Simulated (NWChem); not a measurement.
System: SiH3 cation

The following NWChem deck was run.

```
start job
memory heap 200 mb stack 900 mb global 1100 mb
charge 1
geometry units angstroms
  Si     0.000000     0.000000     0.000000
  H      1.193346    -0.894765     0.000000
  H     -1.371563    -0.586085     0.000000
  H      0.178217     1.480851     0.000000
end
basis spherical
  Si library def2-svp
  H library def2-svp
end
dft
  xc becke88 lyp
  iterations 150
end
driver
  maxiter 120
end
task dft optimize
task dft freq
```

The level has its own optimisation; frequencies are unscaled.

### Question
Give the results of this calculation. (BLYP/def2-SVP.) Quantities: r H–Si (Å); highest harmonic frequency (cm⁻¹); lowest (cm⁻¹); zero-point energy (kcal/mol).

### Answer
| Item | Value |
|---|---|
| r H–Si (Å) | 1.488 |
| highest harmonic frequency (cm⁻¹) | 2282 |
| lowest (cm⁻¹) | 814 |
| zero-point energy (kcal/mol) | 13.4 |
